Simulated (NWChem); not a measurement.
**NWChem timings: BNH3 (SMILES B[NH])**

BNH3 has 5 atoms, charge 0, and is taken as a doublet. SMILES: `B[NH]`. The shape is that of a PBE0-D4/def2-TZVP optimisation.

```xyz
5

B     0.0005    0.6924    0.0000
N    -0.0398   -0.6356    0.0000
H     1.0781    1.2433    0.0000
H    -1.0093    1.3475    0.0000
H     0.2074   -1.6037    0.0000
```

Program: NWChem 7.3.0. Hardware: 1 thread of Intel Xeon Platinum 8488C (Sapphire Rapids), shared host, so times are rough. Two-electron integrals are exact unless an approximation is named.

(1) Estimate their order by wall time, quickest first.
A. energy and properties at UTPSSh/6-31++G** (spherical functions), grid fine, symmetry none
B. energy at LCCSD/4-31G (Cartesian functions), 2 core orbitals frozen, symmetry auto
C. energy at UM06-D3(0)/def2-SVPD, grid coarse, symmetry auto

Answers

(1) B (1.4 s), C (3.6 s), A (11 s).
